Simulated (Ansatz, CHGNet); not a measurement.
Elastic constant C11 (GPa) of 27 elemental solids other than molecular ones, computed with the machine-learned potential CHGNet 0.3.0 (trained on PBE and PBE+U data) and with PBE in Ansatz (plane waves, PAW). The set holds measured phases with no doubt noted on the run or the magnetic state but for the caveats below. 5 more of the class have both values but aren't in it, for one of these reasons: built or high-temperature cells, doubts on the run or the magnetic state, unlike cells, values of zero, layered or molecular crystals. Solids without a value at one level (not run, failed, or a magnetic order lost), or held back for tests, aren't counted.

All rows, in order of the shift (worked out from unrounded values):

| solid | CHGNet 0.3.0 | PBE | shift (%) |
|---|---|---|---|
| bcc Rb | 13.5 | 3.07 | -77 |
| bcc K | 9.39 | 3.97 | -58 |
| bcc Ba | 21.8 | 11.9 | -46 |
| fcc Sr | 17.3 | 14.7 | -14.8 |
| fcc Cu | 204 | 178 | -12.9 |
| bcc Li | 15.2 | 15.5 | +2.3 |
| fcc Ni | 275 | 283 | +3.0 |
| fcc Pt | 263 | 306 | +16.1 |
| fcc Pd | 171 | 199 | +16.5 |
| hcp Mg | 52.2 | 64.3 | +23 |
| diamond-structure Si | 118 | 153 | +30 |
| hcp Hf | 135 | 180 | +34 |
| hcp Tl | 21.9 | 29.2 | +34 |
| fcc Ir | 424 | 584 | +38 |
| fcc Ca | 16.3 | 22.4 | +38 |
| fcc Ag | 74.8 | 111 | +48 |
| hcp Y | 50.9 | 77.0 | +51 |
| fcc Au | 103 | 157 | +53 |
| hcp Zr | 93.3 | 143 | +54 |
| hcp Lu | 59.2 | 91.3 | +54 |
| fcc Rh | 265 | 412 | +55 |
| α-phase Ga | 47.7 | 75.5 | +58 |
| hcp Os | 444 | 731 | +64 |
| fcc Pb | 27.7 | 47.1 | +70 |
| fcc Al | 60.5 | 105 | +73 |
| hcp Zn | 95.7 | 177 | +85 |
| diamond | 563 | 1051 | +87 |

The shift from CHGNet 0.3.0 to PBE has a median of +38 %, and eight in ten lie between -27 % and +71 %; PBE is the larger in 22 of 27. Each level is at its own cell, so the shift holds the change of volume too.

Ansatz's runs of these crystals have no spin polarisation, but for fcc Ni.

Density-functional runs with spin start from parallel moments for fcc Ni.

Spin–orbit coupling is left out, also for the solids with elements from indium on (fcc Pt, hcp Os, bcc Ba, hcp Tl, fcc Ir, hcp Hf, fcc Pb, hcp Lu, fcc Au); its size isn't shown.

Each level is taken at its own relaxed cell. Ansatz's density-functional and Hartree–Fock values are scalar-relativistic unless marked +SOC, with PAW data made under PBE.

Ansatz is an electronic-structure program.
